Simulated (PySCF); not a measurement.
How good is the calculation?

Bonds (- single, = double, # triple, : aromatic): C1=C2 1.325 Å, C2-C3 1.479 Å, C3=O4 1.205 Å, C3-O5 1.343 Å, O5-C6 1.419 Å. C1 carries H7, H8; C2 carries H9; C6 carries H10, H11, H12. H7 is cis to C3; H8 is trans to C3.

What is known from experiment: δ ¹⁷O O4 339.2; O5 133.4 ppm (measured; solution, CH3CN, 313 K; J.-C. Zhuo, Molecules 4 (1999) 320).
δ ¹H H7 6.41; H9 6.12; H8 5.83 ppm (measured; solution, not stated per compound (mostly CDCl3 or CCl4); Pretsch, Buehlmann, Badertscher, Structure Determination of Organic Compounds, 4th ed. (2009)). Coupling constants: ³J(H9,H8) (cis) 10.6 Hz, ³J(H9,H7) (trans) 17.4 Hz, ²J(H7,H8) 1.5 Hz.

PySCF 2.14.0 with density-fitted response routines calculation with couplings computed with B3LYP/pcJ-1 (without the spin–dipole term), GIAO PBE0/pcSseg-1 shieldings and geometry: GFN2-xTB; one computed conformer, relativity neglected, averaged over atoms made equivalent by symmetry, fast rotation or ring inversion, isolated molecule.

(1) How close does the calculation come?

(2) How far are the unscaled ¹H shifts from the references?

Results:

(1) 
Reference values: measured (solution, CH3CN, 313 K; J.-C. Zhuo, Molecules 4 (1999) 320).
| atoms | quantity | reference | computed | computed, scaled |
| --- | --- | --- | --- | --- |
| O4 | δ ¹⁷O vs H2O (external) | 339.2 | – | 334.2 |
| O5 | δ ¹⁷O vs H2O (external) | 133.4 | – | 137.9 |

Reference values: measured (solution, not stated per compound (mostly CDCl3 or CCl4); Pretsch, Buehlmann, Badertscher, Structure Determination of Organic Compounds, 4th ed. (2009)).
```
atoms  quantity  reference  computed  computed, scaled
   H7      δ ¹H       6.41      6.98              6.68
   H9      δ ¹H       6.12      6.30              6.04
   H8      δ ¹H       5.83      6.21              5.95
```

Computed shifts are σ(ref) − σ with the named reference compound (TMS for H and C) calculated as an isolated molecule at the same level. The measured values may be among those fitted. Expected solution values come from regression of measured δ (H and C: mostly CDCl3, vs TMS) on computed σ: ¹H (scatter 0.17 ppm rms, 0.18 ppm with the 4 outliers that the fit left out); ¹⁷O (scatter 10.7 ppm rms, 12.2 ppm with the 3 outliers that the fit left out vs liquid water, solution or neat liquid). A few per cent of atoms miss by over 2 rms, more outside the fitted compound classes.

Coupling constants in Hz:
```tsv
coupling	reference	computed	source
³J(H9,H8) cis	10.6	11.6	measured; solution (compiled); Pretsch, Buehlmann, Badertscher, Structure Determination of Organic Compounds, 4th ed., Springer 2009
³J(H9,H7) trans	17.4	18.6	measured; solution (compiled); Pretsch, Buehlmann, Badertscher, Structure Determination of Organic Compounds, 4th ed., Springer 2009
²J(H7,H8)	1.5	0.6	measured; solution (compiled); Pretsch, Buehlmann, Badertscher, Structure Determination of Organic Compounds, 4th ed., Springer 2009
```

(2) Mean signed difference +0.38 ppm, mean absolute 0.38 ppm over 3 comparisons; the largest is +0.57 ppm at H7 (hydrogen on a β carbon of a C=C–C=O unit).

Unscaled 3J(H,H) at this level run about 10 % above measured values.
